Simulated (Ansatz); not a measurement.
**OF₂ (singlet): wave-function methods side by side at a displaced geometry (v1), cc-pVDZ**

One table from this session's results is given with a row withheld; the runs are named, their logs left out.

The runs use Ansatz 0.2.0, Gaussian basis; cc-pVDZ, core rule «outside noble gas», up to 3 orbitals frozen.

The runs, in order: UHF; CCSD(T) on RHF; BCCD(T) on RHF; CISD; CCSDT(Q) on RHF; CASSCF and MRCISD+Q, 16 electrons in 10 orbitals; CASSCF and NEVPT2, 16 electrons in 10 orbitals.

15 further runs of the same task are left out: 4 that didn't finish, 11 set aside as unsound or not needed.

**The system**

The geometry is a PBE0/def2-TZVP stationary point (not a proven minimum) with its atoms shifted at random (size 0.040 Å).

3 atoms, charge 0, spin multiplicity 1.

Atoms are counted from 1 here; the program's logs count them from 0.

Bond lengths: F1–O2 1.380 Å, O2–F3 1.380 Å. Angles: F1–O2–F3 107.7°.

The first run:

File in.yaml:

```yaml
crystal:
  periodic: [false, false, false]
  atoms:
    - {symbol: F, position_ang: [-0.016336, -0.262543, 1.109532]}
    - {symbol: O, position_ang: [-0.017169, 0.572252, 0.011069]}
    - {symbol: F, position_ang: [0.030795, -0.219376, -1.118854]}
basis:
  gaussian: {orbitals: cc-pVDZ}
magnetization: {spin_polarized: true, initial_magnetization: 0}
hamiltonian: {xc: hf}
output: {orbitals: {seedname: orbitals}}
```

Launch:

```bash
$ ansatz run in.yaml --threads 1 --pin off --events-out ev --progress --plain --max-ram 2393MiB
```

Among the steps run: UHF; CCSD(T) on RHF; BCCD(T) on RHF; CISD; CCSDT(Q) on RHF; CASSCF and MRCISD+Q, 16 electrons in 10 orbitals; CASSCF and NEVPT2, 16 electrons in 10 orbitals.

One table of the session follows, with a row left open; its other results are not shown here.

It belongs to the step «Misses and costs». 

```
          method  from RCCSDT(Q) (meV)
             RHF              +16492.8
            RMP2                     ?
            CISD               +2089.8
           RCCSD                +497.0
        RCCSD(T)                 +83.1
         BCCD(T)                 +82.4
          RCCSDT                 +68.0
       RCCSDT(Q)                     0
  CASSCF valence              +13098.7
  NEVPT2 valence               +1385.5
  MRCISD valence               +1164.4
MRCISD+Q valence                +180.2
```

Estimate the missing values for RMP2.

**Answer.** from RCCSDT(Q) (meV): +788.5. In the column «from RCCSDT(Q) (meV)» it lies between RCCSD (+497.0) and MRCISD valence (+1164.4).
